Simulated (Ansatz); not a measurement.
Reaction (SMILES): FC=C → C=[C]F + H atom
B3LYP-D3(BJ)/def2-TZVP geometries, fixed; electronic energies without zero-point terms.

Basis-set convergence of the bond dissociation energy at PBE with Ansatz (an electronic-structure program). All functions are spherical. The program fits the integrals of some runs and decomposes those of others, by size. Open shells are unrestricted. No added dispersion term, no relativity. Functions are those of the species that has most. Reference: the value in aug-pcseg-3, 113.73 kcal/mol, itself unsure by roughly 0.01 kcal/mol (its mean distance from aug-cc-pVQZ, def2-QZVPPD, pcseg-3). Deviations are taken from unrounded values.

| basis | functions | bond dissociation energy (kcal/mol) | minus reference (kcal/mol) |
|---|---|---|---|
| def2-SV(P) | 48 | 111.08 | -2.65 |
| def2-SVP | 57 | 112.62 | -1.12 |
| def2-SVPD | 87 | 114.11 | 0.38 |
| aug-pcseg-1 | 96 | 113.68 | -0.06 |
| def2-TZVP | 111 | 113.44 | -0.29 |
| def2-TZVPP | 135 | 113.71 | -0.02 |
| def2-TZVPD | 141 | 113.63 | -0.11 |
| def2-TZVPPD | 165 | 113.83 | 0.10 |
| aug-pcseg-2 | 207 | 113.79 | 0.06 |
| def2-QZVPP | 261 | 113.71 | -0.02 |
| def2-QZVPPD | 291 | 113.72 | -0.02 |
| aug-pcseg-3 | 402 | 113.73 | 0.00 |

The smallest set listed that lies within 0.5 kcal/mol of the reference with all its larger relatives (same family, alike in diffuse functions; a set with none counts only in the reference's own line) is def2-SVPD (87 functions, 0.38 kcal/mol off).
